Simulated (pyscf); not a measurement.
**Atom transfer: :N–F (SMILES [N]F) [triplet] + F–F (SMILES FF) → F–N•–F (SMILES F[N]F) + F• (SMILES [F])**

Gas phase, triplet surface, charge 0. Bonds broken: F3–F4. Bonds formed: N1–F3. Structures and frequencies: ωB97X-D3(BJ)/def2-SVP in PySCF. Correlated levels are frozen-core, on RHF or UHF. ΔMP2 is the change of the MP2 total energy from the triple- to the quadruple-zeta basis.

Transition state (Å):

```xyz
4

N     -0.1282    -0.3609     0.8023
F     -0.8439     0.3859     1.5571
F     -1.3343    -0.7955    -0.5796
F     -2.4560    -1.0539    -1.6436
```

One imaginary mode, 767i cm⁻¹; descent along it reached the two sides named.

| bond | change | reactant side (Å) | saddle | product side |
|---|---|---|---|---|
| F3–F4 | breaks | 1.371 | 1.567 | 2.8 |
| N1–F3 | forms | 3.0 | 1.885 | 1.330 |

Electronic energies relative to the separated reactants (kcal/mol):

```tsv
level	barrier	reaction energy	reverse barrier
ωB97X-D3(BJ)/def2-TZVP	10.6	-31.8	42.4
PBE/def2-TZVP	-4.6	-27.6	23.0
r²SCAN/def2-TZVP	-1.0	-31.3	30.3
B3LYP-D3(BJ)/def2-TZVP	3.1	-30.8	33.9
PBE0-D3(BJ)/def2-TZVP	6.0	-33.5	39.5
M06-2X/def2-TZVP	14.4	-32.4	46.8
ωB97M-D3(BJ)/def2-TZVP	10.1	-31.6	41.6
HF/def2-TZVP	-3.6	-46.4	42.8
MP2/def2-QZVPP	42.7	-29.8	72.5
CCSD/def2-TZVPP	16.5	-30.6	47.1
CCSD(T)/def2-TZVPP	14.1	-29.0	43.1
CCSD(T)/def2-TZVPP + ΔMP2(QZVPP)	14.2	-29.8	44.0
```

With CCSD(T)/def2-TZVPP + ΔMP2(QZVPP) energies and thermal terms (ideal gas, 1 atm, RRHO with modes under 100 cm⁻¹ raised to 100, one conformer, R ln 2 for rigid chiral ones), in kcal/mol:

```csv
T (K),ΔH‡,ΔG‡,ΔH,ΔG
298,13.6,21.3,-29.2,-28.2
600,13.8,29.0,-29.1,-27.2
900,13.9,36.5,-28.8,-26.3
1200,14.0,44.1,-28.5,-25.5
```

At PBE, r²SCAN, HF this geometry lies under the reactants; that is no barrier but a single point on another level's saddle; such a level's own saddle, if it has one, lies nearer that side and is low. F–N•–F + F• also meet on a surface of lower spin, which isn't treated here. This is the saddle that the search found; another between the same sides may lie lower. The angle at the transferred F is 173°. The CCSD(T) − MP2 part came from Ansatz, without density fitting, on the same reference. An unrestricted DFT solution here is markedly spin-contaminated. An open-shell T1 diagnostic exceeds 0.045. A UHF reference is spin-contaminated (<S²> up to 2.64), which harms MP2 most. Left out: orbital degeneracy and the spin-orbit lowering of F.
